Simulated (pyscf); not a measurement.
`[NH2][SiH]` [singlet] + `[OH2]` → `[NH2][SiH2][OH]`, an insertion (singlet surface; H–O broken, O–Si, H–Si formed). PySCF, gas phase, ωB97X-D3(BJ)/def2-SVP geometries. Correlated levels are frozen-core, on RHF or UHF. ΔMP2 is the change of the MP2 total energy from the triple- to the quadruple-zeta basis. Energies in kcal/mol from the separated reactants.

Small-basis levels: PySCF, no dispersion term, spherical d functions. AM1 to PM7: differences of heats of formation from MOPAC. Cost: rough CPU time at the saddle relative to B3LYP/6-31G*, from one job on a shared machine.

| level | barrier | reaction energy | cost |
|---|---|---|---|
| HF/3-21G | ? | -56.8 | 0.05 |
| HF/6-31G* | 36.9 | -63.4 | 0.07 |
| B3LYP/LANL2DZ | 20.3 | -47.3 | 0.8 |
| M06-2X/6-31G* | 16.7 | -63.8 | 3 |
| B3LYP/def2-SVP | ? | -58.5 | 1 |
| AM1 | 21.1 | -48.0 | under 0.02 |
| PM3 | 17.4 | -53.0 | under 0.02 |
| CCSD(T)/def2-TZVPP + ΔMP2(QZVPP) | ? | -61.7 | – |

**Question.** What belongs in the gaps?

**Answer.** 
- HF/3-21G, barrier: 30.9
- B3LYP/def2-SVP, barrier: 15.5
- CCSD(T)/def2-TZVPP + ΔMP2(QZVPP), barrier: 19.7

Against the last row the barrier runs from -4.2 (B3LYP/def2-SVP) to +17.2 kcal/mol (HF/6-31G*); B3LYP/LANL2DZ happens to lie closest here (0.6 kcal/mol apart). CCSD(T)/def2-TZVPP + ΔMP2(QZVPP) has limits of its own. On the reactant side the descent ends in an adduct with a O–Si contact, 7.8 kcal/mol under the separated species and 24.3 kcal/mol under the saddle at ωB97X-D3(BJ)/def2-TZVP. What is counted as formed (O–Si) is already present as a longer contact in the reactant adduct; forming that adduct is a step of its own. At ωB97X-D3(BJ) the barrier from the zero used here is 16.5 kcal/mol. The same reactants have a lower exit, to NH₃ + HO–SiH: [singlet] (barrier -0.4 kcal/mol at ωB97M-D3(BJ), against +18.5 kcal/mol here). One saddle was located; it need not be the lowest between these sides. The CCSD(T) − MP2 part came from Ansatz, without density fitting, on the same reference.
